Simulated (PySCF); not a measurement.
## Reading a saddle point

A first-order saddle point of SiH$_{5}$OF, singlet, PBE0-D4/def2-TZVP, with one imaginary mode of 1045i cm⁻¹:

Si1  (-0.312, 0.341, -0.193)
F2  (0.182, -1.292, 0.823)
H3  (-0.387, 1.179, -1.419)
H4  (-1.689, 0.153, 0.299)
O5  (0.805, 1.174, 0.656)
H6  (0.202, -1.368, -0.385)
H7  (0.089, -0.935, -1.241)
H8  (1.109, 0.748, 1.460)
(Å)

Program: PySCF 2.14 with density fitting (its default auxiliary sets; JK sets also for MP2 and CCSD(T)). Basis: def2-TZVPP and def2-QZVPP. Cores are frozen in the correlated methods. Extrapolation: Hartree–Fock as exp(−7.88 √X), correlation as X^−2.97.

(1) Which contacts change along the imaginary mode, and what lies on either side? (Judge from chemistry; the calculation decides.)

(2) Which side is lower, and how far does the saddle lie above each? (Judge from chemistry; the value comes from the calculation.)

T1 diagnostic: at most 0.013.

Results:

(1) By the calculation: The step is SiH₃OF ([OH][SiH2][F]) + H₂ → SiH₄O ([OH][SiH3]) + HF, with the molecules in contact on both sides. Shortening one way: Si1–H7, F2–H6; lengthening the same way: Si1–F2, H6–H7.
| pair | one side (Å) | saddle (Å) | other side (Å) |
| --- | --- | --- | --- |
| Si1–H7 | 4.20 | 1.70 | 1.50 |
| F2–H6 | 2.67 | 1.21 | 0.93 |
| Si1–F2 | 1.60 | 1.99 | 3.25 |
| H6–H7 | 0.75 | 0.97 | 1.85 |

(2) Computed: The side with Si1–F2, H6–H7 short is lower by 29.66 kcal/mol; the saddle lies 60.45 kcal/mol above it and 30.79 kcal/mol above the other (CCSD(T) at an estimated basis limit (MP2 extrapolated from triple and quadruple zeta, plus CCSD(T) − MP2 in triple zeta); electronic energies).

Labels in which every atom is bracketed show which atoms are joined, not bond orders.

For scale, one of the runs: CCSD(T)/def2-TZVPP, 174 basis functions, launched by `OMP_NUM_THREADS=4 python run.py`. The run took 70 s on 4 CPU threads of an Intel Xeon 6975P-C (shared host), with 1.6 GiB of host memory at its peak.
